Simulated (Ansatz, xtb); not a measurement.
System: HO (charge -1, singlet). 
Coordinates optimised at B3LYP-D3(BJ)/def2-TZVP (Ansatz, a first-principles code):
```xyz
2

O      0.0000     0.0000    -0.1078
H      0.0000     0.0000     0.8624
```
Charge -1, spin multiplicity 1.

Harmonic wavenumbers from GFN2-xTB (xtb, at its own minimum), cm⁻¹: 3398.

**Question.** Give the harmonic wavenumbers at B3LYP-D3(BJ)/def2-TZVP (Ansatz, finite differences of forces, unscaled).

**Answer.** 3637 cm⁻¹. Zero-point energy 5.2 kcal/mol.

**Question.** From these and the geometry, give the ideal-gas thermochemistry at 298.15 K and 1 atm (rigid rotor, harmonic oscillator).

**Answer.** Point group C∞v, rotational symmetry number 1. Rotational constants 566.2, 566.2 GHz. S(trans) 34.44, S(rot) 6.75, S(vib) 0.00, S(elec, spin only) 0.00, S 41.2 cal/(mol K). H(298) - H(0) 2.07 kcal/mol; G - E(el) -5.0 kcal/mol.
